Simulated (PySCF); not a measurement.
A small calculation by hand: chemical shift, span and skew from a shielding tensor

LiF, SMILES [F][Li]. Atoms are numbered in the order given.

```xyz
2

Li     0.0000     0.0000    -1.1862
F      0.0000     0.0000     0.3954
```
Charge 0, spin multiplicity 1.

Geometry optimised at PBE-D3(BJ)/def2-TZVPD.

GIAO shieldings from PySCF with PBE0/pcSseg-2, non-relativistic, no solvent. The symmetric part of the tensor of F2 has the principal values 282.1, 282.1, 480.8 ppm. The same nucleus in CFCl3 has σ = 165.8 ppm at this level (PySCF, at its B3LYP-D3(BJ)/def2-TZVP geometry).

Question: Work out the isotropic shielding, the ¹⁹F shift against CFCl3, the span and the skew.

Answer: 
σ(iso) = (σ11 + σ22 + σ33)/3 = 348.3 ppm. δ = σ(ref) − σ(iso) = 165.8 − (348.3) = -182.5 ppm.
Span Ω = σ33 − σ11 = 198.7 ppm. Skew κ = 3(σ(iso) − σ22)/Ω = 1.00, an axial tensor. Tumbling in solution averages the tensor to δ; in a static solid the shielding alone would spread this spin-1/2 line over Ω.
